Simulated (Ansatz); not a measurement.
Rutile SnO2 was calculated with LDA (Ansatz, a first-principles code, PAW).

Run with plane-wave cutoff 500 eV, 8×8×10 k mesh (along the axes of the cell as run), gaussian smearing 0.02 eV, scalar-relativistic PAW data made under PBE.

Computed at the level's own relaxed cell.

Question: Give the computed equilibrium volume per atom, lattice parameter a, c axis length and band gap.

Answer: 
- equilibrium volume per atom = 11.86 Å³/atom
- lattice parameter a = 4.723 Å
- c axis length = 3.190 Å
- band gap = 1.16 eV (on the SCF k mesh)

Measured, for comparison: band gap 3.81 eV (zero-point renormalisation of 215 meV (computed, non-adiabatic AHC, without the lattice-expansion part) added back here to the 1.8 K gap of; inputs from Miglio et al. (2020), arXiv:2011.12765); lattice constant a 4.737 Å, lattice parameter c 3.186 Å (room temperature, not corrected to a static lattice; as tabulated in Hiroi (2015), arXiv:1503.02262). Computed (rounded) less measured: lattice constant a -0.3 %, lattice parameter c +0.1 %.

Spin–orbit coupling is not included.

Static lattice: no zero-point or thermal effects.

The result took very roughly 90 core-seconds.
